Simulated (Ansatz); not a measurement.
Relaxation of H$_{7}$NOSi (10 atoms, charge 0, multiplicity 1), to a largest force component of 0.03 eV/Å in at most 50 steps.

Level of theory: Ansatz 0.2.0, RKS PBE0/def2-SVP.

```xyz
10
Properties=species:S:1:pos:R:3
Si 0.190 0.102 -0.129
H 0.107 -0.033 1.342
H 1.640 0.214 -0.473
N -0.619 1.462 -0.824
H -1.604 1.552 -0.600
H -0.160 2.365 -0.785
H -0.344 -1.180 -0.688
O -2.481 -0.001 0.944
H -2.631 -0.921 0.701
H -1.743 -0.060 1.590
```

Problem. Where does it end, and by what steps?

Solution. The forces met the threshold. After 7 steps the energy has fallen by 0.071 eV; H10 moved furthest, 0.46 Å.

```
step  energy less start (eV)  largest force component (eV/Å)  accepted
   0                  0.0000                           0.723       yes
   1                 -0.0503                           0.321       yes
   2                 -0.0425                           0.227        no
   3                 -0.0556                           0.565       yes
   4                 -0.0668                           0.114       yes
   5                 -0.0671                           0.300       yes
   6                 -0.0709                           0.033       yes
   7                 -0.0712                           0.007       yes
```

```xyz
10
Properties=species:S:1:pos:R:3
Si 0.321 0.107 -0.158
H 0.447 -0.005 1.341
H 1.708 0.244 -0.696
N -0.618 1.419 -0.767
H -1.569 1.472 -0.409
H -0.190 2.334 -0.851
H -0.248 -1.201 -0.615
O -2.661 0.043 0.935
H -2.662 -0.836 0.539
H -2.174 -0.079 1.758
```

Whether the end is a true minimum wasn't checked by a vibrational analysis.

Run time: 12 s on 1 thread of AMD EPYC 9R45 96-Core Processor (Zen 5) (shared host), peak memory 0.16 GiB.
